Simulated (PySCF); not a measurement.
Gas-phase reaction: 2 BF2OH + HF + 4 BH2 → 5 BH2F + HBO2

Computed with PySCF and rigid-rotor harmonic-oscillator thermochemistry at 1 bar. S°(298 K) at PBE0/def2-TZVP differs from the NASA 1993 table for BH2 (+14 J/mol/K); whether the harmonic model or the table's entry is off was not settled. † marks an energy on the PBE0/def2-TZVP geometry and frequencies; other levels use their own. MP2 and CCSD(T) freeze the core. 6-31G* has spherical d functions here. Open shells (unrestricted): BH2 (multiplicity 2); the rest are closed-shell singlets. BF2OH, BH2F: computed as isolated molecules; such fragments, hydroxides, amides, oligomers or adducts are transient or little studied in the gas. MP2 isn't extrapolated to the basis-set limit; its ΔH°(298 K) is -940.0 kJ in def2-SVP and -918.7 kJ in def2-TZVPP. CCSD(T) isn't extrapolated to the basis-set limit; its ΔH°(298 K) is -937.5 kJ in def2-SVP and -906.4 kJ in def2-TZVPP. The harmonic model lacks anharmonicity and excited electronic states, which grow with temperature; levels with a mode under 35 cm⁻¹ are left out. Internal rotation in BF2OH is treated as a harmonic vibration of one conformer, which makes the entropy rough.

```
level                ΔE electronic, kJ  ΔH°(298 K), kJ  ΔS°(298 K), J/K  ΔG°(2500 K), kJ
-------------------  -----------------  --------------  ---------------  ---------------
CCSD(T)/def2-SVP†                 -969            -938             -139             -527
CCSD(T)/def2-TZVPP†               -938            -906             -139             -496
HF/6-31G*                         -791            -755             -139             -338
M06-2X/def2-TZVP†                 -948            -917             -139             -506
MP2/def2-SVP†                     -971            -940             -139             -529
PBE0/def2-TZVP                    -928            -897             -139             -486
ωB97X-V/def2-TZVP†                -977            -945             -139             -535
```
ΔH° is lowest at ωB97X-V/def2-TZVP† and highest at HF/6-31G*. No reference value is set beside these.
